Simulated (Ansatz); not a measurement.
# BH3+ (doublet): from Hartree-Fock to the top rungs, aug-cc-pVDZ

How much of the correlation energy of BH3+ (doublet) does each wave-function method recover here?

Program: Ansatz 0.2.0, Gaussian basis. Level of theory: aug-cc-pVDZ, core rule «outside noble gas», up to 1 orbitals frozen. These are calculated values, not measurements.

Plan: UHF; CCSD(T) on ROHF; CCSD(T) on UHF; BCCD(T) on ROHF; CISD; CCSDT(Q) on ROHF; CCSDT(Q) on UHF; CISDTQ; CCSDTQ on ROHF; CCSDTQ on UHF; CASSCF and MRCISD+Q, 5 electrons in 7 orbitals; CASSCF and NEVPT2, 5 electrons in 7 orbitals; Full CI.

16 further runs of the same task are left out: 8 for a known fault of the program, 2 that didn't finish, 6 set aside as unsound or not needed.

### Step 1. The system

The geometry is a PBE0/def2-TZVP stationary point (not a proven minimum) of the parent state, kept for this charge and spin.

4 atoms, charge 1, spin multiplicity 2.

Atoms are counted from 1 here; the program's logs count them from 0.

Bond lengths: B1–H2 1.281 Å, B1–H3 1.186 Å, B1–H4 1.281 Å. Angles: H2–B1–H3 117.7°, H2–B1–H4 49.8°, H3–B1–H4 117.7°.

### Step 2. UHF

Input file in.yaml:

```yaml
crystal:
  periodic: [false, false, false]
  atoms:
    - {symbol: B, position_ang: [-0.114887, 0.000009, 0.089052]}
    - {symbol: H, position_ang: [0.311423, 0.539087, -0.991887]}
    - {symbol: H, position_ang: [0.609492, -0.000048, 1.028622]}
    - {symbol: H, position_ang: [0.311340, -0.539134, -0.991888]}
basis:
  gaussian: {orbitals: aug-cc-pVDZ}
total_charge: 1
magnetization: {spin_polarized: true, initial_magnetization: 1}
hamiltonian: {xc: hf}
output: {orbitals: {seedname: orbitals}}
```

Run with:

```bash
> ansatz run in.yaml --threads 1 --pin off --events-out ev --progress --plain --max-ram 3328MiB --backend cpu
```

After this run come: CCSD(T) on ROHF; CCSD(T) on UHF; BCCD(T) on ROHF; CISD; CCSDT(Q) on ROHF; CCSDT(Q) on UHF; CISDTQ; CCSDTQ on ROHF; CCSDTQ on UHF; CASSCF and MRCISD+Q, 5 electrons in 7 orbitals; CASSCF and NEVPT2, 5 electrons in 7 orbitals; Full CI.

**Question.** What will the summary of the whole plan be? Wanted: FCI below the RHF energy; RMP2 from FCI; UMP2 from FCI; RCCSD from FCI; RCCSD(T) from FCI; UCCSD(T) from FCI; RCCSDT(Q) from FCI; UCCSDT(Q) from FCI; NEVPT2 valence from FCI.

**Answer**, as computed:

```
                         quantity                                                                                                                          value
         FCI below the RHF energy                                                                                                                     -2.7574 eV
                    RMP2 from FCI                                                                                                                +14.71 kcal/mol
                    UMP2 from FCI                                                                                                                +14.82 kcal/mol
                   RCCSD from FCI                                                                                                                 +1.36 kcal/mol
                RCCSD(T) from FCI                                                                                                                 +0.31 kcal/mol
                UCCSD(T) from FCI                                                                                                                 +0.31 kcal/mol
               RCCSDT(Q) from FCI                                                                                                                  0.00 kcal/mol
               UCCSDT(Q) from FCI                                                                                                                 -0.01 kcal/mol
          NEVPT2 valence from FCI                                                                                                                 +7.99 kcal/mol
        MRCISD+Q valence from FCI                                                                                                                 +0.08 kcal/mol
levels within 1 kcal/mol (43 meV)  RCCSD(T), UCCSD(T), BCCD(T), RCCSDT, UCCSDT, CISDTQ, RCCSDT(Q), UCCSDT(Q), RCCSDTQ, UCCSDTQ, MRCISD valence, MRCISD+Q valence
                    T1 diagnostic                                                                                                                          0.018
   effectively unpaired electrons                                                                                                                           1.02
```

In words: RCCSD(T) lands +0.31 kcal/mol from the yardstick (0.5 % of the correlation energy). One determinant dominates. Of the multireference levels listed MRCISD+Q valence comes nearest in total energy (+0.08 kcal/mol), which doesn't show that its space is the better one. These misses are within one basis, not against nature; the frozen cores of restricted and unrestricted runs differ, which can shift their rows.
